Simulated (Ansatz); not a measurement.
Species: C₃H₄N, charge 1, singlet. C3H4N+ (SMILES C=CC#[NH+]).
B3LYP-D3(BJ)/def2-TZVP minimum from Ansatz (a first-principles code):
```
C
C 1 1.3400
H 2 1.0822 1 119.89
H 2 1.0824 3 117.63 1 -180.00
H 1 1.0846 2 123.81 3 0.00
C 1 1.4033 5 115.57 2 180.00
N 6 1.1433 5 151.19 1 -180.00
H 7 1.0077 5 161.23 1 180.00
```
Charge +1, spin multiplicity 1.

Total energies in cc-pVDZ, 20 correlated electrons, 4 frozen orbitals. Open shells are spin-unrestricted; no spin-orbit coupling. Cores are frozen in correlated methods. No relativity.

```json
[
 {"method": "HF", "program": "Ansatz", "energy (Eh)": "-170.09675", "minus CCSDT(Q) (mEh)": "585.40"},
 {"method": "MP2", "program": "Ansatz", "energy (Eh)": "-170.62618", "minus CCSDT(Q) (mEh)": "55.98"},
 {"method": "CCSD", "program": "Ansatz", "energy (Eh)": "-170.65676", "minus CCSDT(Q) (mEh)": "25.39"},
 {"method": "CCSD(T)", "program": "Ansatz", "energy (Eh)": "-170.67947", "minus CCSDT(Q) (mEh)": "2.68"},
 {"method": "CCSDT(Q)", "program": "Ansatz", "energy (Eh)": "-170.68215", "minus CCSDT(Q) (mEh)": "0.00"}
]
```

Rough core times of Ansatz's runs on a shared machine: CCSD(T) under 20 s, CCSDT(Q) 9 min.
